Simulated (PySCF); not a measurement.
Stepwise substitution at one centre (Si C2H5-H). Gas-phase values, no solvent. One relaxed conformer stands for each flexible species; it need not be the lowest. Strings in code marks are SMILES.

Level of theory: PBE-D3(BJ)/def2-TZVP // B3LYP-D3(BJ)/def2-SVP run with PySCF. Delta-SCF ions had no search for a lower state. Excitations are Tamm–Dancoff values on a coarser integration grid. The basis has no diffuse functions, so Rydberg states are missing or too high.

```
species                                                                                  HOMO–LUMO gap (eV)  S1 oscillator strength  S1–T1 gap (TDA) (eV)  vertical ionisation energy (Delta-SCF) (eV)
---------------------------------------------------------------------------------------  ------------------  ----------------------  --------------------  -------------------------------------------
0 of 4 C2H5 replaced by H (`C(C)[Si](CC)(CC)CC`)                                                       6.52                   0.004                  0.09                                            –
1 of 4 C2H5 replaced by H (`CC[SiH](CC)CC`)                                                            6.93                       ?                     ?                                            –
2 of 4 C2H5 replaced by H (`CC[SiH2]CC` (C–C–Si–C torsion 180°, C–Si–C–C torsion 180°))                6.83                   0.007                     ?                                         9.49
3 of 4 C2H5 replaced by H (`C([SiH3])C`)                                                               7.11                   0.042                  0.50                                        10.39
4 of 4 C2H5 replaced by H (`[SiH4]`)                                                                      ?                       –                     –                                        12.11
```

Problem. What belongs in the gaps?

Solution. 
- 1 of 4 C2H5 replaced by H (`CC[SiH](CC)CC`), S1 oscillator strength: 0.001
- 1 of 4 C2H5 replaced by H (`CC[SiH](CC)CC`), S1–T1 gap (TDA) (eV): 0.21
- 2 of 4 C2H5 replaced by H (`CC[SiH2]CC` (C–C–Si–C torsion 180°, C–Si–C–C torsion 180°)), S1–T1 gap (TDA) (eV): 0.36
- 4 of 4 C2H5 replaced by H (`[SiH4]`), HOMO–LUMO gap (eV): 8.72
